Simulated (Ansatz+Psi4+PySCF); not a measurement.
The numbers below are computed, except where a source is named.
This PySCF input gave a total energy of -324.16634 hartree.

```python
from pyscf import gto, scf, mp

mol = gto.M(atom="""
B 0.000000 0.000000 0.000000
F 0.000000 1.321760 0.000000
F 1.144680 -0.660880 0.000000
F -1.144680 -0.660880 0.000000
""", basis='cc-pvtz', charge=0, spin=0)
mf = scf.RHF(mol)
mf.kernel()
pt = mp.MP2(mf, frozen=4).run()
print(mf.e_tot, pt.e_corr, pt.e_tot)
```

Task: Write an input for Ansatz with the same method and basis set.

Result:

```yaml
crystal:
  periodic: [false, false, false]
  atoms:
    - { symbol: B, position_ang: [0.0, 0.0, 0.0] }
    - { symbol: F, position_ang: [0.0, 1.32176, 0.0] }
    - { symbol: F, position_ang: [1.14468, -0.66088, 0.0] }
    - { symbol: F, position_ang: [-1.14468, -0.66088, 0.0] }
basis:
  gaussian: { orbitals: cc-pVTZ }
hamiltonian:
  xc: hf
correlation:
  method: mp2
  frozen_orbitals: { B: 1, F: 1 }
scf:
  omitted_lower_state_checks: [stability, starts, atomic_configurations, cluster_reference, orbital_swaps, given_window_search, neighbouring_geometries, increment]
```

Ansatz (development build ahead of 0.2.0) gave -324.16634 hartree, 0.11 meV from the first.
